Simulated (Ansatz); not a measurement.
Diamond-structure Ge, treated with B3LYP (VWN-RPA form) (Ansatz, a first-principles code, PAW).

Numerical settings: plane-wave cutoff 460 eV, 8×8×8 k mesh, Fermi–Dirac smearing 0.01 eV, scalar-relativistic PAW data made under PBE.

The cell has the measured lattice: a = b = c = 5.6580 Å, α = β = γ = 90.00°.

Task: Predict the band gap and width of the whole s-p valence band.

Result: 
- band gap = 0.83 eV (on the SCF k mesh) (direct)
- width of the whole s-p valence band = 13.94 eV

Measured, for comparison: band gap 0.79 eV (measured zero-point renormalisation of 52 meV added back here; inputs from Miglio et al. (2020), arXiv:2011.12765).

Note: cell and atoms aren't relaxed at this level (pressure 4.2 GPa).

Spin–orbit coupling is not included.

The computed numbers hold no vibrational or temperature effects.
